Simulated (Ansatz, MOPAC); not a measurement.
Reaction (SMILES): ClI + [H][H] (H2) → Cl (HCl) + I (HI)

Wanted: energy of full hydrogenation (enthalpy at 298 K), in kcal/mol. Terms: LANL2DZ with its own core potentials from Na on; def2 sets with scalar-relativistic core potentials past Kr; spin-orbit terms left out. Ab initio and DFT rows: single points at B3LYP-D3(BJ) geometries (Ansatz, a first-principles code), with unscaled harmonic terms from B3LYP/6-31G* (LANL2DZ past Ar) at its own minima. Semi-empirical rows: MOPAC heats of formation at their own minima for 298 K.

```json
[
 {"species": "ClI", "coefficient": "-1", "E at B3LYP/LANL2DZ (Ansatz), Eh": "-26.30601", "E at wB97X-V/def2-TZVPD (Ansatz), Eh": "-757.83434", "H(298 K) - E, kcal/mol": "2.79", "heat of formation at PM6 (MOPAC), kcal/mol": "3.03"},
 {"species": "[H][H] (H2)", "coefficient": "-1", "E at B3LYP/LANL2DZ (Ansatz), Eh": "-1.17442", "E at wB97X-V/def2-TZVPD (Ansatz), Eh": "-1.17238", "H(298 K) - E, kcal/mol": "8.44", "heat of formation at PM6 (MOPAC), kcal/mol": "-25.73"},
 {"species": "Cl (HCl)", "coefficient": "+1", "E at B3LYP/LANL2DZ (Ansatz), Eh": "-15.53896", "E at wB97X-V/def2-TZVPD (Ansatz), Eh": "-460.74931", "H(298 K) - E, kcal/mol": "6.28", "heat of formation at PM6 (MOPAC), kcal/mol": "-32.00"},
 {"species": "I (HI)", "coefficient": "+1", "E at B3LYP/LANL2DZ (Ansatz), Eh": "-11.97649", "E at wB97X-V/def2-TZVPD (Ansatz), Eh": "-298.29346", "H(298 K) - E, kcal/mol": "5.17", "heat of formation at PM6 (MOPAC), kcal/mol": "2.06"}
]
```

Measured values: Active Thermochemical Tables 1.112 (ions: stationary electron), as tabulated in the package chemicals; they hold spin-orbit and core effects, anharmonicity.  Value to compare with, the measured value: -19.9 kcal/mol. 1 Eh = 627.5095 kcal/mol.

Question: Work the quantity out at each level, and compare with the measured value.

Answer: 
- B3LYP/LANL2DZ: the sum of coefficient times E is -0.03502 Eh, or -21.98 kcal/mol; the thermal terms add 0.22. Result: -21.8 kcal/mol. Its error against the measured value is -1.9 kcal/mol.
- wB97X-V/def2-TZVPD: the sum of coefficient times E is -0.03605 Eh, or -22.62 kcal/mol; the thermal terms add 0.22. Result: -22.4 kcal/mol. Its error against the measured value is -2.5 kcal/mol.
- PM6: the sum of coefficient times heat of formation is -7.24 kcal/mol; it needs no thermal term. Its error against the measured value is 12.7 kcal/mol.
